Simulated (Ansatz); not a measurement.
Scan of HB–AlH, triplet

Starting geometry (PBE0/def2-TZVP stationary point for this spin, not checked as a minimum):

```xyz
4

B     0.0000    0.0000    1.0513
Al    0.0000    0.0000   -0.8575
H     0.0000    0.0000    2.2344
H     0.0000    0.0000   -2.4283
```

From there Al2, H4 move together along the line of the two atoms named below, all else staying in place; atoms are numbered as listed. Energies are in kJ/mol, counted from the starting geometry at the same level.

Basis 6-31G; Ansatz 0.2.0. Correlated methods freeze the noble-gas cores. Prefix R: restricted or restricted open-shell reference. Active spaces: valence = (8e, 10o) chosen from the atoms' valence shells.

Coupled cluster chose its determinant by a search with trial CCSD, here up to 0.82 eV above the lowest Hartree–Fock solution of its kind, and MP2 stands on that determinant too. For open shells CISD and CISDTQ are restricted-active-space CI with the open shells as a complete middle space. Runs in a small pair space aren't shown, since their orbitals change along the scan. A value is left out where its run failed or describes another state than the reference as far as symmetry and spin tell, or, spin-broken singlets apart, can't be checked. The reference follows the lowest state, whose symmetry changes from Σ⁻ or Δ to Π between 2.606 and 3.030.

Full CI is exact within this basis and frozen core; it isn't the basis-set limit.

```json
{"distance B1-Al2 (Å)": "1.545", "full CI": "257.6", "unpaired electrons (full CI)": "2.03", "error RMP2": "-7.0", "error RCCSD(T)": "-0.8", "error CISDTQ": "-0.2", "error RCCSDT(Q)": "-0.1", "error CASSCF (valence space)": "1.9", "error MRCISD (valence space)": "0.1"}
{"distance B1-Al2 (Å)": "1.759", "full CI": "42.2", "unpaired electrons (full CI)": "2.04", "error RMP2": "-3.5", "error RCCSD(T)": "-0.5", "error CISDTQ": "-0.1", "error RCCSDT(Q)": "0.0", "error CASSCF (valence space)": "1.0", "error MRCISD (valence space)": "0.0"}
{"distance B1-Al2 (Å)": "1.909", "full CI": "0.0", "unpaired electrons (full CI)": "2.04", "error RMP2": "0.0", "error RCCSD(T)": "0.0", "error CISDTQ": "0.0", "error RCCSDT(Q)": "0.0", "error CASSCF (valence space)": "0.0", "error MRCISD (valence space)": "0.0"}
{"distance B1-Al2 (Å)": "2.130", "full CI": "18.8", "unpaired electrons (full CI)": "2.06", "error RMP2": "6.5", "error RCCSD(T)": "1.0", "error CISDTQ": "0.3", "error RCCSDT(Q)": "0.1", "error CASSCF (valence space)": "-0.8", "error MRCISD (valence space)": "0.0"}
{"distance B1-Al2 (Å)": "2.351", "full CI": "82.1", "unpaired electrons (full CI)": "2.09", "error RMP2": "14.2", "error RCCSD(T)": "2.7", "error CISDTQ": "1.4", "error RCCSDT(Q)": "0.5", "error CASSCF (valence space)": "-0.5", "error MRCISD (valence space)": "0.1"}
{"distance B1-Al2 (Å)": "2.606", "full CI": "170.8", "unpaired electrons (full CI)": "2.16", "error RMP2": "23.3", "error RCCSD(T)": "5.9*", "error CISDTQ": "3.1", "error RCCSDT(Q)": "1.3*", "error CASSCF (valence space)": "0.8", "error MRCISD (valence space)": "0.3"}
{"distance B1-Al2 (Å)": "3.030", "full CI": "256.9", "unpaired electrons (full CI)": "2.13", "error RMP2": "–", "error RCCSD(T)": "2.5*", "error CISDTQ": "0.6", "error RCCSDT(Q)": "-0.1*", "error CASSCF (valence space)": "10.7", "error MRCISD (valence space)": "1.7"}
{"distance B1-Al2 (Å)": "3.557", "full CI": "271.9", "unpaired electrons (full CI)": "2.11", "error RMP2": "5.5", "error RCCSD(T)": "0.1", "error CISDTQ": "0.0", "error RCCSDT(Q)": "0.1", "error CASSCF (valence space)": "0.5", "error MRCISD (valence space)": "2.4"}
{"distance B1-Al2 (Å)": "4.176", "full CI": "273.8", "unpaired electrons (full CI)": "2.07", "error RMP2": "0.4", "error RCCSD(T)": "-1.8", "error CISDTQ": "-0.3", "error RCCSDT(Q)": "-0.1", "error CASSCF (valence space)": "-5.7", "error MRCISD (valence space)": "0.4"}
{"distance B1-Al2 (Å)": "5.049", "full CI": "273.4", "unpaired electrons (full CI)": "2.07", "error RMP2": "-0.4", "error RCCSD(T)": "-2.0", "error CISDTQ": "-0.3", "error RCCSDT(Q)": "-0.1", "error CASSCF (valence space)": "-7.1", "error MRCISD (valence space)": "0.0"}
{"distance B1-Al2 (Å)": "6.334", "full CI": "273.7", "unpaired electrons (full CI)": "2.07", "error RMP2": "-0.6", "error RCCSD(T)": "-2.0", "error CISDTQ": "-0.4", "error RCCSDT(Q)": "-0.1", "error CASSCF (valence space)": "-7.5", "error MRCISD (valence space)": "0.0"}
```

An asterisk marks runs whose energy the program itself flagged as in doubt.

Unpaired electrons are Σ n²(2−n)² over natural occupations. Errors are those of relative energies. In total energy the starting point itself misses full CI by: RMP2 73.8, RCCSD(T) 2.9, CISDTQ 0.7, RCCSDT(Q) 0.2, CASSCF (valence space) 63.1, MRCISD (valence space) 1.8 kJ/mol.

Spread of the error over the points with a reference, to 6.334 Å (largest less smallest): RCCSDT(Q) 1.4, MRCISD (valence space) 2.4, CISDTQ 3.4, RCCSD(T) 7.9, CASSCF (valence space) 18.2, RMP2 30.3 (10 of 11 points) kJ/mol.

Going outwards, the relative energy of CASSCF (valence space) first misses by more than 4.2 kJ/mol (1 kcal/mol) at 3.030 Å.
